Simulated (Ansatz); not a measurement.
Ansatz (an electronic-structure program) input (MP2/cc-pCVQZ): A basis named .json is the Basis Set Exchange file of that set (core-valence sets with the plain set on hydrogen).

Ansatz 0.2 input:
```yaml
crystal:
  periodic: [false, false, false]
  atoms:
    - {symbol: C, position_ang: [0.01118773, 0.75889942, -0.01238914]}
    - {symbol: C, position_ang: [1.30488840, 1.02329449, 0.00343307]}
    - {symbol: Cl, position_ang: [-0.63700773, -0.85323169, 0.00417952]}
    - {symbol: H, position_ang: [-0.75905041, 1.51625302, -0.03695357]}
    - {symbol: H, position_ang: [2.05291747, 0.24314247, 0.02802818]}
    - {symbol: H, position_ang: [1.63880765, 2.05237986, -0.00839007]}
basis:
  gaussian:
    orbitals: cc-pCVQZ.json
magnetization: {spin_polarized: false}
correlation: {method: mp2, electrons: outside_noble_gas}
```

Output:

```
Functional definition: HF
integrals: 1.65 GiB planned
2293 factors; integrals over basis functions are off by at most 1.1e-3 eV
mean field: 2.18 GiB planned
mean field evaluation 1: about -14611.0967 eV, gradient 2.5e1 eV
mean field evaluation 2: about -14611.0993 eV, gradient 2.5e1 eV
mean field evaluation 4: about -14612.7904 eV, gradient 2.8e0 eV
mean field evaluation 8: about -14612.8286 eV, gradient 1.5e-1 eV
mean field -14612.82873717 eV, -537.0115511601 hartree, gradient 9.5e-6 eV, S^2 0.000000; 0 other end points of the search recorded, 0 dependent functions left out
7 core orbitals not correlated
reference -14612.82873717 eV, -537.0115511601 hartree; 9, 9 occupied and 351, 351 virtual orbitals, 2293 factors
second order -15.18972244 eV of doubles, -0.00000000 eV of singles
Total energy: -14628.01845962 eV, -537.5697631638 hartree
```
